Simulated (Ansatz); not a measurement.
Reaction (SMILES): C=O (CH2-O) → CH2O+ (doublet, bonded as O=C) + e-
B3LYP-D3(BJ)/def2-TZVP geometries, fixed; electronic energies without zero-point terms.

How fast the adiabatic ionisation energy converges with the basis for several methods (Ansatz, a program for electronic structure): deviation from each method's own reference, in eV. References: B2PLYP 10.906 eV, the value in aug-pcseg-3; B3LYP 10.873 eV, the value in aug-pcseg-3; CCSD(T) 10.980 eV, Hartree-Fock in cc-pVQZ plus the correlation part extrapolated as X^-3 from cc-pVTZ and cc-pVQZ; HF 9.450 eV, the value in def2-QZVPPD; MP2 11.422 eV, Hartree-Fock in cc-pVQZ plus the correlation part extrapolated as X^-3 from cc-pVTZ and cc-pVQZ; PBE 10.726 eV, the value in aug-pcseg-3. Cartesian d functions, on some or all atoms, in 6-31G**; all else is spherical. In correlated methods cores are frozen. Open shells are unrestricted. No added dispersion term, no relativity. 

| basis | functions | B2PLYP | B3LYP | CCSD(T) | HF | MP2 | PBE |
|---|---|---|---|---|---|---|---|
| pcseg-1 | 38 | -0.124 | -0.030 | -0.385 | 0.081 | -0.402 | -0.036 |
| cc-pVDZ | 38 | -0.317 | -0.229 | -0.546 | -0.102 | -0.592 | -0.230 |
| 6-31G** | 40 | -0.251 | -0.168 | -0.479 | -0.039 | -0.512 | -0.177 |
| 6-311+G** | 56 | -0.070 | 0.022 | -0.314 | 0.036 | -0.340 | 0.019 |
| def2-SVPD | 59 | -0.008 | 0.056 | -0.205 | 0.113 | -0.232 | 0.053 |
| def2-TZVP | 74 | -0.061 | -0.024 | -0.182 | -0.006 | -0.199 | -0.026 |
| cc-pVTZ | 88 | -0.087 | -0.056 | -0.186 | -0.029 | -0.210 | -0.061 |
| 6-311++G(3df,3pd) | 114 | -0.017 | 0.005 | -0.109 | 0.015 | -0.126 | 0.001 |
| aug-cc-pVTZ | 138 | -0.014 | -0.001 | -0.086 | 0.006 | -0.101 | -0.001 |
| cc-pVQZ | 170 | -0.022 | -0.018 | -0.070 | -0.008 | -0.080 | -0.020 |
| def2-QZVPP | 174 | -0.009 | -0.006 | -0.059 | -0.002 | -0.067 | -0.007 |
| pcseg-3 | 186 | -0.002 | 0.000 | -0.051 | 0.006 | -0.059 | 0.000 |

Mean absolute deviation over 6-311+G**, def2-TZVP, cc-pVTZ, 6-311++G(3df,3pd), aug-cc-pVTZ: HF 0.018, B3LYP 0.022, PBE 0.022, B2PLYP 0.050, CCSD(T) 0.175, MP2 0.195 eV.
